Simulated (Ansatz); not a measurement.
# C₂H (doublet): wave-function methods side by side at distance C1–C2 = 1.200 Å, cc-pVDZ

Aim: climb from Hartree-Fock through coupled cluster and multireference methods for C₂H (doublet) at one geometry and basis, and see what each rung misses.

The runs use Ansatz 0.2.0, Gaussian basis; cc-pVDZ, core rule «outside noble gas», up to 2 orbitals frozen.

Plan: UHF; CCSD(T) on ROHF; CCSD(T) on UHF; BCCD(T) on ROHF; CISD; CCSDT(Q) on ROHF; CCSDT(Q) on UHF; CCSDTQ on ROHF; CASSCF and MRCISD+Q, 3 electrons in 3 orbitals; CASSCF and NEVPT2, 3 electrons in 3 orbitals; CASSCF and MRCISD+Q, 9 electrons in 9 orbitals; CASSCF and NEVPT2, 9 electrons in 9 orbitals.

2 further runs of the same task are left out: 2 for a known fault of the program.

### Step 1. The geometry

The geometry derives from a PBE0/def2-TZVP stationary point (not a proven minimum). One bond is set to the value named and the two fragments are kept rigid.

3 atoms, charge 0, spin multiplicity 2.

Atoms are counted from 1 here; the program's logs count them from 0.

Bond lengths: C1–C2 1.200 Å, C1–H3 1.066 Å. Angles: C2–C1–H3 180.0°.

Coordinates:

```xyz
3
C2H
C     0.0000    0.0000    0.0447
C     0.0000    0.0000   -1.1555
H     0.0000    0.0000    1.1107
```

### Step 2. UHF

in.yaml

```yaml
crystal:
  periodic: [false, false, false]
  atoms:
    - {symbol: C, position_ang: [0.000000, 0.000000, 0.044733]}
    - {symbol: C, position_ang: [0.000000, 0.000000, -1.155483]}
    - {symbol: H, position_ang: [0.000000, 0.000000, 1.110750]}
basis:
  gaussian: {orbitals: cc-pVDZ}
magnetization: {spin_polarized: true, initial_magnetization: 1}
hamiltonian: {xc: hf}
output: {orbitals: {seedname: orbitals}}
```

Command:

```
$ ansatz run in.yaml --threads 1 --pin off --events-out ev --progress --plain --max-ram 8192MiB --backend cpu
```

The runs that follow: CCSD(T) on ROHF; CCSD(T) on UHF; BCCD(T) on ROHF; CISD; CCSDT(Q) on ROHF; CCSDT(Q) on UHF; CCSDTQ on ROHF; CASSCF and MRCISD+Q, 3 electrons in 3 orbitals; CASSCF and NEVPT2, 3 electrons in 3 orbitals; CASSCF and MRCISD+Q, 9 electrons in 9 orbitals; CASSCF and NEVPT2, 9 electrons in 9 orbitals.

**Question.** What will the summary of the whole plan be? Wanted: RCCSDTQ below the RHF energy; RMP2 from RCCSDTQ; UMP2 from RCCSDTQ; RCCSD from RCCSDTQ; RCCSD(T) from RCCSDTQ; UCCSD(T) from RCCSDTQ; RCCSDT(Q) from RCCSDTQ; UCCSDT(Q) from RCCSDTQ; NEVPT2 pair from RCCSDTQ.

The runs gave:

| quantity | value |
| --- | --- |
| RCCSDTQ below the RHF energy | -7.0459 eV |
| RMP2 from RCCSDTQ | +871.2 meV |
| UMP2 from RCCSDTQ | +1310.9 meV |
| RCCSD from RCCSDTQ | +333.5 meV |
| RCCSD(T) from RCCSDTQ | +45.3 meV |
| UCCSD(T) from RCCSDTQ | +67.4 meV |
| RCCSDT(Q) from RCCSDTQ | -2.8 meV |
| UCCSDT(Q) from RCCSDTQ | -1.3 meV |
| NEVPT2 pair from RCCSDTQ | +795.1 meV |
| MRCISD+Q pair from RCCSDTQ | +94.1 meV |
| NEVPT2 valence from RCCSDTQ | +716.0 meV |
| levels within 1 kcal/mol (43 meV) | RCCSDT, UCCSDT, RCCSDT(Q), UCCSDT(Q), MRCISD+Q valence |
| T1 diagnostic | 0.028 |
| effectively unpaired electrons | 1.10 |

**Reading.** RCCSD(T) lands +45.3 meV from the yardstick (0.6 % of the correlation energy). CCSD(T) misses by +45.3 meV on the restricted determinant and by +67.4 meV on the unrestricted one; the two need not hold the same state or core. One determinant dominates. Of the multireference levels listed MRCISD+Q valence comes nearest in total energy (+8.1 meV), which doesn't show that its space is the better one. These misses are within one basis, not against nature; the frozen cores of restricted and unrestricted runs differ, which can shift their rows.
